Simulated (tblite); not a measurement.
Species: C₅H₈P (charge -1).
Z-matrix (Å and degrees, GFN2-xTB geometry), rows numbered from 1:
```
C 
C   1  1.3417
P   2  1.7722  1  126.30
C   3  1.7741  2   98.49  1   179.97
C   4  1.3419  3  125.80  2  -179.93
C   5  1.4992  4  123.96  3   180.00
H   1  1.0780  2  121.80  3     0.02
H   1  1.0827  2  121.74  3   179.94
H   2  1.0895  1  118.09  3  -179.99
H   4  1.0896  3  116.06  2     0.06
H   5  1.0822  4  119.99  3     0.01
H   6  1.0903  5  110.53  4     0.12
H   6  1.0961  5  111.39  4  -120.11
H   6  1.0960  5  111.40  4   120.37
```

Method: GFN2-xTB as coded in tblite; computed harmonic values from a numerical Hessian at the method's own geometry, unscaled. The method is semi-empirical: single wavenumbers can be off by several per cent or more. One conformer, not necessarily the lowest.

Harmonic wavenumbers (cm⁻¹): 84.6, 127.3, 134.8, 157.2, 228.5, 289.8, 349.1, 430.4, 522.8, 626.5, 710.2, 754.5, 832.1, 938.0, 947.1, 981.9, 1024.6, 1028.9, 1087.5, 1230.1, 1262.5, 1298.4, 1396.8, 1398.6, 1500.8, 1512.8, 1581.1, 1617.1, 2888.7, 2920.3, 2924.8, 2934.7, 2994.8, 3013.4, 3043.6, 3084.3.

A = 12009, B = 1139, C = 1047 MHz; mass 99.036 u (most abundant isotopes); point group Cs, symmetry number 1.

Question: Zero-point energy?

Answer: Half the sum of the wavenumbers: 23929 cm⁻¹ = 68.42 kcal/mol.

Question: Entropy at 298.15 K, 1 bar (ideal gas, RRHO, classical rotation)?

Answer: Translation 39.72, rotation 27.51, vibration 20.10: S = 87.3 cal/(mol K).

Question: And Cp and H(298.15 K) − H(0)?

Answer: Cp = 29.68 cal/(mol K), of which vibrations give 21.73 (their classical limit is 36 R = 71.5); H(298.15 K) − H(0) = 5.67 kcal/mol without the zero-point energy, 3.30 from vibrations.

Question: Which modes carry the vibrational entropy at 298.15 K?

Answer: 84.6 cm⁻¹: 3.78; 127.3 cm⁻¹: 2.99; 134.8 cm⁻¹: 2.88; 157.2 cm⁻¹: 2.58; 228.5 cm⁻¹: 1.89; 289.8 cm⁻¹: 1.48 cal/(mol K); the other 30 give 4.50 together.

Question: How do the functions run with temperature in this model?

Answer: 
```json
{"T (K)": "100", "S (cal/(mol K))": "63.6", "Cp (cal/(mol K))": "16.0", "H − H(0) (kcal/mol)": "1.13", "G − H(0) (kcal/mol)": "-5.23", "ln q(vib)": "0.85"}
{"T (K)": "200", "S (cal/(mol K))": "76.9", "Cp (cal/(mol K))": "23.0", "H − H(0) (kcal/mol)": "3.09", "G − H(0) (kcal/mol)": "-12.29", "ln q(vib)": "2.69"}
{"T (K)": "300", "S (cal/(mol K))": "87.5", "Cp (cal/(mol K))": "29.8", "H − H(0) (kcal/mol)": "5.73", "G − H(0) (kcal/mol)": "-20.52", "ln q(vib)": "4.57"}
{"T (K)": "500", "S (cal/(mol K))": "105.8", "Cp (cal/(mol K))": "42.1", "H − H(0) (kcal/mol)": "12.98", "G − H(0) (kcal/mol)": "-39.90", "ln q(vib)": "8.26"}
{"T (K)": "800", "S (cal/(mol K))": "128.4", "Cp (cal/(mol K))": "54.3", "H − H(0) (kcal/mol)": "27.59", "G − H(0) (kcal/mol)": "-75.15", "ln q(vib)": "13.49"}
{"T (K)": "1000", "S (cal/(mol K))": "141.2", "Cp (cal/(mol K))": "59.8", "H − H(0) (kcal/mol)": "39.03", "G − H(0) (kcal/mol)": "-102.13", "ln q(vib)": "16.73"}
```

q(vib) and H(0) count from the zero-point level.

Hindered rotation and anharmonicity are outside this model. Other conformers, if any are populated, would add a mixing term that is left out.
